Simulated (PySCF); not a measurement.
# Static response to an electric field

Species: (Z)-acetaldoxime, C₂H₅NO.
Geometry (GFN2-xTB, Å), atoms numbered from 1 in this order:
```xyz
9
C2H5NO angstrom
C     -1.0368   -0.3102    0.3187
C     -0.1135    0.7231   -0.2278
N      1.1233    0.6305   -0.4513
O      1.7306   -0.5925   -0.1548
H     -0.4936   -1.2281    0.5260
H     -1.8300   -0.5107   -0.4002
H     -1.4974    0.0562    1.2351
H     -0.5260    1.6920   -0.4773
H      2.6570   -0.4543   -0.3936
```

Level: CAM-B3LYP/def2-SVPD (PySCF), static field, nuclei fixed, core orbitals frozen in the response. The polarisability tensor in these axes (au):

```
x   51.58 -3.73 -3.29
y   -3.73 36.54 -1.70
z   -3.29 -1.70 30.65
```

**Question.** What are the eigenvalues, a third of the trace, and Δα (Δα² = ½Σ(αi − αj)² over the three pairs)?

**Answer.** Principal values 29.39, 36.56 and 52.81 au; mean 39.59 au = 5.87 Å³ = 6.53 × 10⁻⁴⁰ C²·m²/J; Δα = 20.79 au (53 % of the mean).

**Question.** What is the dipole moment, and where does it point?

**Answer.** (-0.84, -0.10, 0.21) D, 0.87 D in size, pointing from the negative to the positive side. Measured along this direction, the outermost atoms are H9 at the negative end and H7 and H6 at the positive end.

**Question.** How large is μ²/3kT at 273 K beside α?

**Answer.** In Gaussian units μ²/3kT = 6.75 Å³ against 5.87 Å³, a ratio of 1.15; the Debye molar polarisation (4π/3)N_A(α + μ²/3kT) is 31.8 cm³/mol, leaving out the vibrational part.

**Question.** Molar refractivity from α?

**Answer.** Lorentz–Lorenz: R = (4π/3)N_A α = 2.5225 cm³/(mol·Å³) × 5.87 Å³ = 14.8 cm³/mol, in the limit of long wavelengths.

**Question.** Form Σ f/ω² (atomic units) for the 8 lowest TDDFT singlets, given as eV and f, and set it beside the mean polarisability, which is this sum over all singlets: 6.00, 0.0021; 6.83, 0.0038; 7.08, 0.0125; 7.32, 0.2616; 7.97, 0.0028; 8.22, 0.0072; 8.45, 0.0152; 8.65, 0.0185.

**Answer.** They add up to 4.35 au, 11.0 % of the 39.59 au; the largest single term is 3.61 au, from the state at 7.32 eV. Terms in order: 0.04, 0.06, 0.19, 3.61, 0.03, 0.08, 0.16, 0.18 au. Higher excitations give the rest. The strengths listed sum to 0.324.

**Question.** Rayleigh depolarisation ratio (linearly polarised light, static tensor)?

**Answer.** ρ = 3Δα²/(45ᾱ² + 4Δα²) = 1296.5/(70523 + 1728.7) = 0.0179.

**Question.** What would n − 1 = 2πNα be for an ideal gas of these molecules at 500 K and 1 atm, electronic part alone?

**Answer.** N = p/kT = 1.4678 × 10¹⁹ cm⁻³, so n − 1 = 2π × N × 5.87 × 10⁻²⁴ cm³ = 541 × 10⁻⁶ at long wavelengths, for an ideal gas.

Isolated species at its GFN2-xTB geometry (one conformer only).
